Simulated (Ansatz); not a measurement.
# C₂H₃F₂N: up Jacob's ladder to CCSD(T)

An exercise on one series of results from a longer session: the logs are not shown, and one member is left open.

Computed with Ansatz 0.2.0, Gaussian basis. Level: functionals in def2-TZVPP, the program's frozen cores in correlated methods.

Plan: LDA (SPW92), PBE-D4, revPBE-D4, BLYP-D4, r2SCAN-D4, B97M-V, PBE0-D4, B3LYP-D4, r2SCANh-D4, r2SCAN0-D4, HSE06-D4, BHLYP-D4, CAM-B3LYP-D4, LC-ωPBE, ωB97X-V, ωB97M-V, B2PLYP, PBE-QIDH; CCSD(T)/def2-SVP; CCSD(T)/def2-TZVPP; MP2/def2-QZVPP; extrapolation to the limit; RPA on PBE.

## The geometry

The geometry comes from an earlier relaxation with PBE0-D4 in a triple-zeta def2 set; it is a stationary point, not always the lowest conformer.

SMILES `F/C=N\CF`, 8 atoms, charge 0, spin multiplicity 1.

Atoms are counted from 1 here; the program's logs count them from 0.

Bond lengths: F1–C2 1.335 Å, C2–N3 1.239 Å, C2–H6 1.087 Å, N3–C4 1.409 Å, C4–F5 1.379 Å, C4–H7 1.095 Å, C4–H8 1.095 Å. Angles: F1–C2–N3 126.7°, F1–C2–H6 110.8°, N3–C2–H6 122.5°, C2–N3–C4 128.4°, N3–C4–F5 116.2°, N3–C4–H7 108.1°, N3–C4–H8 108.1°, F5–C4–H7 107.5°, F5–C4–H8 107.5°, H7–C4–H8 109.2°.

The first run:

The input, in.yaml:

```yaml
crystal:
  periodic: [false, false, false]
  atoms:
    - {symbol: F, position_ang: [-1.097979, 1.596840, -0.144360]}
    - {symbol: C, position_ang: [-0.739461, 0.729550, 0.805742]}
    - {symbol: N, position_ang: [0.001889, -0.254266, 0.669252]}
    - {symbol: C, position_ang: [0.648218, -0.708128, -0.497650]}
    - {symbol: F, position_ang: [0.433389, 0.032233, -1.641004]}
    - {symbol: H, position_ang: [-1.190591, 0.992976, 1.758878]}
    - {symbol: H, position_ang: [0.310433, -1.729706, -0.698321]}
    - {symbol: H, position_ang: [1.726201, -0.716498, -0.308237]}
basis:
  gaussian: {orbitals: def2-TZVPP}
hamiltonian: {xc: lda}
output: {orbitals: {seedname: orbitals}}
```

Command:

```console
> ansatz run in.yaml --threads 2 --pin off --events-out ev --progress --plain --max-ram 4352MiB
```

Steps of the session up to this table: LDA; PBE-D4 (GGA); revPBE-D4 (GGA); BLYP-D4 (GGA); r2SCAN-D4 (meta-GGA); B97M-V (meta-GGA); B3LYP-D4 (hybrid); r2SCANh-D4 (hybrid); r2SCAN0-D4 (hybrid); HSE06-D4 (hybrid); BHLYP-D4 (hybrid); CAM-B3LYP-D4 (range-separated); LC-ωPBE (range-separated); ωB97X-V (range-separated); ωB97M-V (range-separated); B2PLYP (double hybrid); PBE-QIDH (double hybrid).

One of the session's tables, all rows but one given; the rest of the session is left out.

It belongs to the step «Orbital energies across the functionals». 

| functional | HOMO (eV) | gap (eV) |
| --- | --- | --- |
| LDA (SPW92) | -7.36 | 5.76 |
| PBE-D4 | -7.18 | 5.84 |
| revPBE-D4 | ? | ? |
| BLYP-D4 | -7.09 | 5.83 |
| r2SCAN-D4 | -7.54 | 6.44 |
| B97M-V | -7.71 | 6.68 |
| PBE0-D4 | -8.79 | 8.54 |
| B3LYP-D4 | -8.54 | 7.99 |
| r2SCANh-D4 | -8.14 | 7.44 |
| r2SCAN0-D4 | -9.03 | 8.93 |
| HSE06-D4 | -8.38 | 7.75 |
| BHLYP-D4 | -10.17 | 11.09 |
| CAM-B3LYP-D4 | -10.27 | 11.18 |
| LC-ωPBE | -11.61 | 13.79 |
| ωB97X-V | -11.24 | 13.35 |
| ωB97M-V | -11.14 | 13.14 |

**Question.** Estimate the row for revPBE-D4.

The run gave: HOMO (eV): -7.11; gap (eV): 5.87. In the column «HOMO (eV)» it lies between PBE-D4 (-7.18) and BLYP-D4 (-7.09).
